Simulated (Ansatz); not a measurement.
Ideal-gas functions of `FC1C=NC1` at 298.15 K and 1 bar, from an Ansatz frequency run at PBE0-D4/def2-TZVP.

Molar mass 73.07 g/mol, point group C1 (symmetry number 1), electronic degeneracy 1, moments of inertia 41.54, 105.797, 131.548 u Å². Harmonic wavenumbers (cm⁻¹, unscaled): 220, 386, 517, 748, 899, 921, 978, 1035, 1082, 1116, 1172, 1238, 1257, 1306, 1386, 1478, 1669, 3076, 3083, 3146, 3165.

Use S(trans) = R[1.5 ln M + 2.5 ln T − 1.1517]; rotational temperatures θ = 24.2544 K / I; S(rot) = R[ln(√π/σ · √(T³/θAθBθC)) + 1.5]; for each mode x = 1.438777 ν̃/T, S = R[x/(eˣ − 1) − ln(1 − e⁻ˣ)] and H = RT x/(eˣ − 1); 1 cm⁻¹ = 0.0119627 kJ/mol; R = 8.31446 J/(mol·K).

Q: By hand: the entropy, in J/(mol·K).

A: Translation 162.4. Rotation: θ = 0.5839, 0.2293, 0.1844 K, giving 103.7. Vibration, mode by mode: 8.20, 4.25, 2.58, 1.06, 0.59, 0.54, 0.43, 0.34, 0.28, 0.24, 0.19, 0.15, 0.14, 0.11, 0.08, 0.05, 0.02, 0.00, 0.00, 0.00, 0.00, in all 19.3. Electronic 0.0. Sum 285.4 J/(mol·K).

Q: By hand: H − E and G − E in kJ/mol, counted from the electronic energy.

A: Zero-point energy ½ × 29878 × 0.0119627 = 178.7; thermal vibration 3.8; translation, rotation and pV give 4 RT = 9.9. H − E = 192.4 kJ/mol, and G − E = 192.4 − 298.15 × 285.4/1000 = 107.3 kJ/mol.

Vibration gives 7 % of the entropy. The sum counts one conformer and one mirror image; others add a mixing term.
